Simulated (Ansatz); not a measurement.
Reaction (SMILES): N#C (CH-N) + H+ → C#[NH+]
B3LYP-D3(BJ)/def2-TZVP geometries, fixed; electronic energies without zero-point terms; positive where energy is released.
Largest species:
```xyz
4

C      0.0000     0.0000    -0.5980
N      0.0000     0.0000     0.5315
H      0.0000     0.0000    -1.6793
H      0.0000     0.0000     1.5473
```
Charge +1, spin multiplicity 1.

Basis-set convergence of the proton affinity at HF with Ansatz (a program for electronic structure). Cartesian d functions, on some or all atoms, in 6-31+G*; all else is spherical. The proton sits at the site shown, which need not be the one that binds it best. No added dispersion term, no relativity. Functions are those of the species that has most. Reference: the value in aug-pcseg-3, 180.37 kcal/mol, itself unsure by roughly 0.09 kcal/mol (its mean distance from aug-cc-pVQZ, def2-QZVPPD, pcseg-3). Deviations are taken from unrounded values.

```tsv
basis	functions	proton affinity (kcal/mol)	minus reference (kcal/mol)
6-31G	22	181.60	1.24
pcseg-0	22	176.63	-3.73
def2-SV(P)	32	176.68	-3.69
cc-pVDZ	38	178.69	-1.68
6-31+G*	42	176.18	-4.19
6-311G**	48	179.60	-0.77
6-311+G**	56	178.84	-1.52
aug-cc-pVDZ	64	177.97	-2.39
aug-pcseg-1	64	177.75	-2.61
def2-TZVP	74	179.68	-0.68
def2-TZVPP	90	180.17	-0.20
def2-TZVPPD	108	180.12	-0.24
aug-cc-pVTZ	138	180.05	-0.32
aug-pcseg-2	138	180.42	0.06
def2-QZVPP	174	180.27	-0.10
pcseg-3	186	180.37	0.01
def2-QZVPPD	192	180.26	-0.11
aug-cc-pVQZ	252	180.22	-0.15
```

The smallest set listed that lies within 0.5 kcal/mol of the reference with all its larger relatives (same family, alike in diffuse functions; a set with none counts only in the reference's own line) is def2-TZVPP (90 functions, -0.20 kcal/mol off). Inside, with no larger relative to test it: pcseg-3. (Relatives not listed, tested too: def2-QZVP -0.10, aug-pcseg-3 0.00 kcal/mol.)
